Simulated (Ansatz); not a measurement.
I need vertical and adiabatic energies of changing the electron count of H₄OSSi, SMILES O[SiH2]S. Use the Python package of Ansatz (0.2.0). Settings (for the species named): PBE0, 6-31G* basis, multiplicity 1, D3BJ dispersion.

```yaml
atoms:
  - { symbol: O, position_ang: [-1.3688, -0.4272, 0.1542] }
  - { symbol: Si, position_ang: [-0.0567, 0.5499, 0.2015] }
  - { symbol: S, position_ang: [1.4277, -0.5475, -0.8303] }
  - { symbol: H, position_ang: [-1.5629, -0.7165, -0.7404] }
  - { symbol: H, position_ang: [-0.3053, 1.8167, -0.5271] }
  - { symbol: H, position_ang: [0.3513, 0.7894, 1.6066] }
  - { symbol: H, position_ang: [1.5759, -1.5329, 0.0898] }
```

Script `h4ossi.py`:
```python
import itertools

import ansatz as az
from ase.data import atomic_numbers, covalent_radii
import numpy as np

BASIS = '6-31G*'
FUNCTIONAL = 'PBE0'
DISPERSION = 'd3bj'
NET_CHARGE = 1

geometry_ang = [
    ('O', [-1.3688, -0.4272, 0.1542]),
    ('Si', [-0.0567, 0.5499, 0.2015]),
    ('S', [1.4277, -0.5475, -0.8303]),
    ('H', [-1.5629, -0.7165, -0.7404]),
    ('H', [-0.3053, 1.8167, -0.5271]),
    ('H', [0.3513, 0.7894, 1.6066]),
    ('H', [1.5759, -1.5329, 0.0898]),
]
h4ossi = az.Crystal.molecule()
for symbol, xyz in geometry_ang:
    h4ossi = h4ossi.atom(symbol, xyz)

base = h4ossi.calculation()
base = base.basis(gaussian=BASIS).functional(FUNCTIONAL, dispersion=DISPERSION)
symbols = [site.symbol for site in h4ossi.cartesian_sites]
start = np.array([site.position_ang for site in h4ossi.cartesian_sites], dtype=float)
summary = base.relax(force_tolerance=0.01, max_steps=100).run(threads=1).report
end = np.array(summary['positions_ang'])

minimum = az.Crystal.molecule()
for symbol, place in zip(symbols, end):
    minimum = minimum.atom(symbol, place.tolist())
ion = (
    minimum.calculation()
    .basis(gaussian=BASIS)
    .functional(FUNCTIONAL, dispersion=DISPERSION)
    .charge(NET_CHARGE)
    .spin('collinear', total=1)
)
vertical = ion.run(threads=1).report
settled = ion.relax(force_tolerance=0.01, max_steps=80).run(threads=1).report
print(f'vertical ionisation energy   {vertical["free_energy_ev"] - summary["free_energy_ev"]:.3f} eV')
print(f'adiabatic, no zero point     {settled["free_energy_ev"] - summary["free_energy_ev"]:.3f} eV')
print(f'relaxation energy of the ion {vertical["free_energy_ev"] - settled["free_energy_ev"]:.3f} eV')
ionised = np.array(settled['positions_ang'])
radius = [covalent_radii[atomic_numbers[s]] for s in symbols]
span = lambda where, i, j: np.linalg.norm(where[i] - where[j])
bonded = [(i, j) for i, j in itertools.combinations(range(len(symbols)), 2) if min(span(end, i, j), span(ionised, i, j)) < 1.2 * (radius[i] + radius[j])]
print('pair        before    after (A)')
for i, j in bonded:
    print(f'{symbols[i]}{i}-{symbols[j]}{j}'.ljust(10), f'{span(end, i, j):8.4f} {span(ionised, i, j):8.4f}')
```

Running `python h4ossi.py` prints:
```text
vertical ionisation energy   9.989 eV
adiabatic, no zero point     9.549 eV
relaxation energy of the ion 0.440 eV
pair        before    after (A)
O0-Si1       1.6567   1.6154
O0-H3        0.9651   0.9672
Si1-S2       2.1416   2.2997
Si1-H4       1.4872   1.4771
Si1-H5       1.4802   1.4762
S2-H6        1.3475   1.3554
```

The energies are electronic: no zero-point or thermal terms, and the basis set is short of its limit. The product may relax into another structure. Each relaxation finds its nearest minimum, which needn't be the lowest. Finished in 72 s on 1 thread of Arm Neoverse V1, on a shared host, peak memory 0.23 GiB.
